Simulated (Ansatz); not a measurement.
**SiH₄ (singlet): the correlation ladder at distance Si1–H5 = 4.996 Å, cc-pVDZ**

Aim: climb from Hartree-Fock through coupled cluster and multireference methods for SiH₄ (singlet) at one geometry and basis, and see what each rung misses.

The runs use Ansatz 0.2.0, Gaussian basis; cc-pVDZ, core rule «outside noble gas», up to 5 orbitals frozen.

To be run: UHF; CCSD(T) on RHF; CCSD(T) on UHF; BCCD(T) on RHF; CISD; CCSDT(Q) on RHF; CCSDT(Q) on UHF; CASSCF and MRCISD+Q, 2 electrons in 2 orbitals; CASSCF and NEVPT2, 2 electrons in 2 orbitals; CASSCF and MRCISD+Q, 8 electrons in 8 orbitals; CASSCF and NEVPT4(SD), 8 electrons in 8 orbitals; CASSCF and NEVPT2, 8 electrons in 8 orbitals.

18 further runs of the same task are left out: 2 for a mislabelled method, 12 that didn't finish, 4 set aside as unsound or not needed.

### 1 The system

The geometry derives from a PBE0/def2-TZVP stationary point (not a proven minimum). One bond is set to the value named and the two fragments are kept rigid.

5 atoms, charge 0, spin multiplicity 1.

Atoms are counted from 1 here; the program's logs count them from 0.

Bond lengths: Si1–H2 1.485 Å, Si1–H3 1.485 Å, Si1–H4 1.485 Å. Angles: H2–Si1–H3 109.5°, H2–Si1–H4 109.5°, H3–Si1–H4 109.5°.

Geometry (Å):

```mol
H4Si
  3D, bonds by distance, orders not assigned

  5  3  0  0  0  0  0  0  0  0999 V2000
   -0.0637    0.0638    0.0633 Si  0  0
    0.7921    0.9226    0.9202 H   0  0
   -0.9233   -0.7906    0.9208 H   0  0
   -0.9184    0.9194   -0.7978 H   0  0
    2.8251   -2.8297   -2.8076 H   0  0
  1  2  8  0
  1  3  8  0
  1  4  8  0
M  END
```

### 2 UHF

The input, in.yaml:

```yaml
crystal:
  periodic: [false, false, false]
  atoms:
    - {symbol: Si, position_ang: [-0.063719, 0.063824, 0.063325]}
    - {symbol: H, position_ang: [0.792131, 0.922569, 0.920156]}
    - {symbol: H, position_ang: [-0.923270, -0.790599, 0.920770]}
    - {symbol: H, position_ang: [-0.918448, 0.919359, -0.797824]}
    - {symbol: H, position_ang: [2.825059, -2.829747, -2.807602]}
basis:
  gaussian: {orbitals: cc-pVDZ}
magnetization: {spin_polarized: true, initial_magnetization: 0}
hamiltonian: {xc: hf}
output: {orbitals: {seedname: orbitals}}
```

The run is started by

```sh
> ansatz run in.yaml --threads 1 --pin off --events-out ev --progress --plain --max-ram 2393MiB
```

After this run come: CCSD(T) on RHF; CCSD(T) on UHF; BCCD(T) on RHF; CISD; CCSDT(Q) on RHF; CCSDT(Q) on UHF; CASSCF and MRCISD+Q, 2 electrons in 2 orbitals; CASSCF and NEVPT2, 2 electrons in 2 orbitals; CASSCF and MRCISD+Q, 8 electrons in 8 orbitals; CASSCF and NEVPT4(SD), 8 electrons in 8 orbitals; CASSCF and NEVPT2, 8 electrons in 8 orbitals.

Q: Predict the results of all the runs planned. Wanted: UCCSDT(Q) below the RHF energy; RMP2 from UCCSDT(Q); UMP2 from UCCSDT(Q); RCCSD from UCCSDT(Q); RCCSD(T) from UCCSDT(Q); UCCSD(T) from UCCSDT(Q); RCCSDT(Q) from UCCSDT(Q); NEVPT2 pair from UCCSDT(Q); MRCISD+Q pair from UCCSDT(Q).

As calculated:

```
                         quantity                                                                 value
   UCCSDT(Q) below the RHF energy                                                            -7.8862 eV
              RMP2 from UCCSDT(Q)                                                       +49.98 kcal/mol
              UMP2 from UCCSDT(Q)                                                       +18.49 kcal/mol
             RCCSD from UCCSDT(Q)                                                       +10.22 kcal/mol
          RCCSD(T) from UCCSDT(Q)                                                        -7.83 kcal/mol
          UCCSD(T) from UCCSDT(Q)                                                        +0.42 kcal/mol
         RCCSDT(Q) from UCCSDT(Q)                                                        -0.36 kcal/mol
       NEVPT2 pair from UCCSDT(Q)                                                       +18.65 kcal/mol
     MRCISD+Q pair from UCCSDT(Q)                                                        -0.30 kcal/mol
    NEVPT2 valence from UCCSDT(Q)                                                       +16.63 kcal/mol
levels within 1 kcal/mol (43 meV)  UCCSD(T), RCCSDT, UCCSDT, RCCSDT(Q), MRCISD+Q pair, MRCISD+Q valence
                    T1 diagnostic                                                                 0.095
   effectively unpaired electrons                                                                  2.00
```

RCCSD(T) lands -7.83 kcal/mol from the yardstick (4.3 % of the correlation energy). CCSD(T) misses by -7.83 kcal/mol on the restricted determinant and by +0.42 kcal/mol on the unrestricted one; the two need not hold the same state or core. With 2.0 effectively unpaired electrons against 0 the state is strongly multireference. Of the multireference levels listed MRCISD+Q valence comes nearest in total energy (+0.11 kcal/mol), which doesn't show that its space is the better one. These misses are within one basis, not against nature.
